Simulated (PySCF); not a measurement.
# CFO radical: electronic structure in real space

For CFO radical, the scripts below treat its π system by CASSCF and NEVPT2, analyse its density (charges, bond critical points, surface potential), see where an electron leaves and enters and measure its response to a uniform field.

Method: levels as typed in each script, gas phase, geometry from GFN2-xTB; program: PySCF 2.14.0.

### Step 1. Starting geometry

SMILES `F[C]=O`, 3 atoms, charge 0, spin multiplicity 2.

Bond lengths: F1–C2 1.326 Å, C2–O3 1.173 Å. Angles: F1–C2–O3 127.3°.

As a file:

| atom | x (Å) | y (Å) | z (Å) |
| --- | --- | --- | --- |
| F1 | -1.0961 | -0.1238 | 0.0000 |
| C2 | 0.1191 | 0.4060 | 0.0000 |
| O3 | 1.1438 | -0.1652 | 0.0000 |

### Step 2. The π active space (def2-svpd)

input.py reads:

```python
import numpy as np
from pyscf import gto, scf, dft, mcscf, mrpt
from pyscf.mcscf import avas

def solve(mol, dm0=None, hcore=None):
    mf = scf.ROHF(mol) if mol.spin else scf.RHF(mol)
    mf = mf.density_fit(auxbasis='def2-universal-jkfit')
    mf.conv_tol, mf.max_cycle = 1e-8, 80
    if hcore is not None:
        mf.get_hcore = lambda *args: hcore
    mf.kernel(dm0)
    if not mf.converged:
        mf = mf.newton().run(mf.mo_coeff, mf.mo_occ, max_cycle=30)
    assert mf.converged, 'SCF not converged'
    return mf

mol = gto.M(atom='''
F     -1.09607    -0.12383     0.00000
C      0.11908     0.40602     0.00000
O      1.14376    -0.16521     0.00000
''', basis='def2-svpd', charge=0, spin=1, verbose=4)
mf = solve(mol)
ncas, nel, orbs = avas.avas(mf, ['C 2pz', 'O 2pz'], threshold=0.5, openshell_option=3)
print('active space', nel, ncas)
assert 2 <= ncas <= 10, 'active space too large or empty'
mc = mcscf.CASSCF(mf, ncas, nel)
mc.natorb, mc.max_cycle_macro = True, 60
mc.fix_spin_(ss=mol.spin / 2 * (mol.spin / 2 + 1))
mc.kernel(orbs)
occ = mc.mo_occ[mc.ncore:mc.ncore + ncas]
print('natural occupations', occ.round(4))
e2 = mrpt.NEVPT(mc).kernel()
out = dict(c=mc.mo_coeff[:, mc.ncore:mc.ncore + ncas], occ=occ, e=mc.e_tot, e2=e2, ehf=mf.e_tot, ok=mc.converged, nel=nel, w0=abs(mc.ci).max() ** 2, dm=mc.make_rdm1())
# the other spin state at the same geometry
other = mol.copy().set(spin=3).build()
mo = scf.ROHF(other).density_fit(auxbasis='def2-universal-jkfit').run()
na = (nel + other.spin) // 2
m2 = mcscf.CASSCF(mo, ncas, (na, nel - na))
m2.natorb = True
m2.fix_spin_(ss=other.spin / 2 * (other.spin / 2 + 1))
m2.kernel(mc.mo_coeff)
e2o = mrpt.NEVPT(m2).kernel()
print('other state above this one / eV: CASSCF', (m2.e_tot - mc.e_tot) * 27.211386, 'NEVPT2', (m2.e_tot + e2o - mc.e_tot - e2) * 27.211386)
np.savez('result.npz', eo=m2.e_tot, e2o=e2o, oko=m2.converged, occo=m2.mo_occ[mc.ncore:mc.ncore + ncas], co=m2.mo_coeff[:, mc.ncore:mc.ncore + ncas], **out)
```

Command:

```
$ OMP_NUM_THREADS=1 python input.py
```

### Step 4. Density, bond paths and surface potential (BLYP/6-311+g**)

input.py reads:

```python
import numpy as np
from pyscf import gto, scf, dft
from pyscf.scf import atom_ks, atom_hf
from scipy.linalg import block_diag

def solve(mol, dm0=None, hcore=None):
    mf = (dft.UKS if mol.spin else dft.RKS)(mol, xc='blyp')
    mf.grids.level = 3
    mf = mf.density_fit(auxbasis='def2-universal-jkfit')
    mf.conv_tol, mf.max_cycle = 1e-8, 80
    if hcore is not None:
        mf.get_hcore = lambda *args: hcore
    mf.kernel(dm0)
    if not mf.converged:
        mf = mf.newton().run(mf.mo_coeff, mf.mo_occ, max_cycle=30)
    assert mf.converged, 'SCF not converged'
    return mf

mol = gto.M(atom='''
F     -1.09607    -0.12383     0.00000
C      0.11908     0.40602     0.00000
O      1.14376    -0.16521     0.00000
''', basis='6-311+g**', charge=0, spin=1, verbose=4)
mf = solve(mol)
mf.analyze()
# spherically averaged free atoms, for the promolecule
atm = atom_ks.get_atm_nrks(mol, xc='blyp')
pro = block_diag(*[(atm[a[0]][2] * atm[a[0]][3]) @ atm[a[0]][2].T for a in mol._atom])
np.savez('result.npz', e=mf.e_tot, c=mf.mo_coeff, occ=mf.mo_occ, eps=mf.mo_energy, pro=pro, dip=mf.dip_moment(verbose=0), s2=mf.spin_square()[0])
```

### Step 6. Removing and adding an electron (r2SCAN/def2-svpd)

input.py reads:

```python
import numpy as np
from pyscf import gto, scf, dft
from pyscf.scf import atom_ks, atom_hf
from scipy.linalg import block_diag

def solve(mol, dm0=None, hcore=None):
    mf = (dft.UKS if mol.spin else dft.RKS)(mol, xc='r2scan')
    mf.grids.level = 3
    mf = mf.density_fit(auxbasis='def2-universal-jkfit')
    mf.conv_tol, mf.max_cycle = 1e-8, 80
    if hcore is not None:
        mf.get_hcore = lambda *args: hcore
    mf.kernel(dm0)
    if not mf.converged:
        mf = mf.newton().run(mf.mo_coeff, mf.mo_occ, max_cycle=30)
    assert mf.converged, 'SCF not converged'
    return mf

mol = gto.M(atom='''
F     -1.09607    -0.12383     0.00000
C      0.11908     0.40602     0.00000
O      1.14376    -0.16521     0.00000
''', basis='def2-svpd', charge=0, spin=1, verbose=4)
mf = solve(mol)
out = dict(e0=mf.e_tot, dm0=mf.make_rdm1(), c=mf.mo_coeff, occ=mf.mo_occ, eps=mf.mo_energy)
for name, dq, spin in [('cation', 1, 0), ('anion', -1, 0)]:
    ion = mol.copy().set(charge=mol.charge + dq, spin=spin).build()
    mi = solve(ion)
    if spin and dq > 0 and mol.nao < 130:
        c, _, stable, _ = mi.stability(return_status=True)
        if not stable:
            mi = solve(ion, mi.make_rdm1(c, mi.mo_occ))
    print(name, 'vertical energy change / eV', (mi.e_tot - mf.e_tot) * 27.211386)
    out.update({'e_' + name: mi.e_tot, 'dm_' + name: mi.make_rdm1(), 's2_' + name: mi.spin_square()[0], 'eps_' + name: mi.mo_energy, 'occ_' + name: mi.mo_occ})
# spherically averaged free atoms, for the promolecule
atm = atom_ks.get_atm_nrks(mol, xc='r2scan')
pro = block_diag(*[(atm[a[0]][2] * atm[a[0]][3]) @ atm[a[0]][2].T for a in mol._atom])
np.savez('result.npz', pro=pro, **out)
```

### Step 8. Response to an electric field (BLYP/def2-svpd)

input.py reads:

```python
import numpy as np
from pyscf import gto, scf, dft
from pyscf.scf import atom_ks, atom_hf
from scipy.linalg import block_diag

def solve(mol, dm0=None, hcore=None):
    mf = (dft.UKS if mol.spin else dft.RKS)(mol, xc='blyp')
    mf.grids.level = 3
    mf = mf.density_fit(auxbasis='def2-universal-jkfit')
    mf.conv_tol, mf.max_cycle = 1e-8, 80
    if hcore is not None:
        mf.get_hcore = lambda *args: hcore
    mf.kernel(dm0)
    if not mf.converged:
        mf = mf.newton().run(mf.mo_coeff, mf.mo_occ, max_cycle=30)
    assert mf.converged, 'SCF not converged'
    return mf

mol = gto.M(atom='''
F     -1.09607    -0.12383     0.00000
C      0.11908     0.40602     0.00000
O      1.14376    -0.16521     0.00000
''', basis='def2-svpd', charge=0, spin=1, verbose=4)
field = np.array([-0.002, -0.0, -0.0])  # atomic units
mol.set_common_orig(mol.atom_charges() @ mol.atom_coords() / mol.atom_charges().sum())
mf = solve(mol)
out = dict(dm0=mf.make_rdm1(), d0=mf.dip_moment(unit='AU'), e0=mf.e_tot)
for name, sign in (('p', 1), ('m', -1)):
    h = mf.get_hcore() + sign * np.einsum('x,xij->ij', field, mol.intor('int1e_r'))
    mi = solve(mol, mf.make_rdm1(), h)
    out.update({'dm' + name: mi.make_rdm1(), 'd' + name: mi.dip_moment(unit='AU'), 'e' + name: mi.e_tot})
# spherically averaged free atoms, for the promolecule
atm = atom_ks.get_atm_nrks(mol, xc='blyp')
pro = block_diag(*[(atm[a[0]][2] * atm[a[0]][3]) @ atm[a[0]][2].T for a in mol._atom])
np.savez('result.npz', pro=pro, **out)
```

(Steps that only read results are left out.)

What does the calculation give? Wanted: quartet less doublet, CASSCF and NEVPT2; weight of the leading determinant; dipole moment; HOMO, LUMO; vertical ionisation energy; vertical electron affinity; polarisability along the field.

The runs gave:

| quantity | value |
| --- | --- |
| quartet less doublet, CASSCF and NEVPT2 (def2-svpd) | +6.06 and +7.32 eV |
| weight of the leading determinant | 0.97 |
| dipole moment (BLYP/6-311+g**) | 0.69 D |
| HOMO, LUMO (BLYP/6-311+g**) | -6.53, -4.85 eV |
| vertical ionisation energy (r2SCAN/def2-svpd) | 11.53 eV |
| vertical electron affinity (r2SCAN/def2-svpd) | 1.00 eV |
| polarisability along the field (BLYP/def2-svpd) | 22.9 bohr³ |

What this shows: At BLYP/6-311+g**: The highest Hirshfeld charge is on C2 (+0.19 e), the lowest on O3 (−0.14 e). The ionisation energy from two SCF runs, 11.53 eV, lies 4.4 eV above −ε(HOMO) = 7.12 eV of the same level, r2SCAN/def2-svpd, since self-interaction lifts this functional's HOMO. All values hold at the given geometry, in the gas phase.
